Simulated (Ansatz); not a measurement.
**BH2 (doublet): the correlation ladder, 6-31++G****

How much of the correlation energy of BH2 (doublet) does each wave-function method recover here?

Computed with Ansatz 0.2.0, Gaussian basis. Level: 6-31++G**, core rule «outside noble gas», up to 1 orbitals frozen.

The runs, in order: UHF; CCSD(T) on ROHF; CCSD(T) on UHF; BCCD(T) on ROHF; CISD; CCSDT(Q) on ROHF; CCSDT(Q) on UHF; CISDTQ; CASSCF and MRCISD+Q, 5 electrons in 6 orbitals; CASSCF and NEVPT4(SD), 5 electrons in 6 orbitals; CASSCF and NEVPT2, 5 electrons in 6 orbitals; Full CI.

27 further runs of the same task are left out: 2 for a known fault of the program, 9 that didn't finish, 16 set aside as unsound or not needed.

**1. What is computed**

The geometry is a PBE0/def2-TZVPD stationary point (not a proven minimum) of the parent state, kept for this charge and spin.

3 atoms, charge 0, spin multiplicity 2.

Atoms are counted from 1 here; the program's logs count them from 0.

Bond lengths: B1–H2 1.209 Å, B1–H3 1.209 Å. Angles: H2–B1–H3 128.9°.

**2. UHF**

in.yaml reads:

```yaml
crystal:
  periodic: [false, false, false]
  atoms:
    - {symbol: B, position_ang: [0.000000, -0.081894, 0.000000]}
    - {symbol: H, position_ang: [0.000000, 0.439190, -1.091073]}
    - {symbol: H, position_ang: [0.000000, 0.439190, 1.091073]}
basis:
  gaussian: {orbitals: "6-31++G**"}
magnetization: {spin_polarized: true, initial_magnetization: 1}
hamiltonian: {xc: hf}
output: {orbitals: {seedname: orbitals}}
```

Run with:

```sh
ansatz run in.yaml --threads 1 --pin off --events-out ev --progress --plain --max-ram 2393MiB
```

After this run come: CCSD(T) on ROHF; CCSD(T) on UHF; BCCD(T) on ROHF; CISD; CCSDT(Q) on ROHF; CCSDT(Q) on UHF; CISDTQ; CASSCF and MRCISD+Q, 5 electrons in 6 orbitals; CASSCF and NEVPT4(SD), 5 electrons in 6 orbitals; CASSCF and NEVPT2, 5 electrons in 6 orbitals; Full CI.

Q: Predict the results of all the runs planned. Wanted: FCI below the RHF energy; RMP2 from FCI; UMP2 from FCI; RCCSD from FCI; RCCSD(T) from FCI; UCCSD(T) from FCI; RCCSDT(Q) from FCI; UCCSDT(Q) from FCI; NEVPT2 valence from FCI.

As calculated:

```
                         quantity                                                                                                        value
         FCI below the RHF energy                                                                                                   -2.3864 eV
                    RMP2 from FCI                                                                                                   +521.7 meV
                    UMP2 from FCI                                                                                                   +519.9 meV
                   RCCSD from FCI                                                                                                    +44.6 meV
                RCCSD(T) from FCI                                                                                                     +9.9 meV
                UCCSD(T) from FCI                                                                                                     +9.7 meV
               RCCSDT(Q) from FCI                                                                                                     +0.1 meV
               UCCSDT(Q) from FCI                                                                                                     -0.3 meV
          NEVPT2 valence from FCI                                                                                                   +375.5 meV
      NEVPT4(SD) valence from FCI                                                                                                    +48.9 meV
        MRCISD+Q valence from FCI                                                                                                     +1.2 meV
levels within 1 kcal/mol (43 meV)  RCCSD(T), UCCSD(T), BCCD(T), RCCSDT, UCCSDT, CISDTQ, RCCSDT(Q), UCCSDT(Q), MRCISD valence, MRCISD+Q valence
                    T1 diagnostic                                                                                                        0.012
   effectively unpaired electrons                                                                                                         1.02
```

**Reading.** RCCSD(T) misses by +9.9 meV, 0.4 % of the correlation energy. One determinant dominates. Of the multireference levels listed MRCISD+Q valence comes nearest in total energy (+1.2 meV), which doesn't show that its space is the better one. These misses are within one basis, not against nature; the frozen cores of restricted and unrestricted runs differ, which can shift their rows.
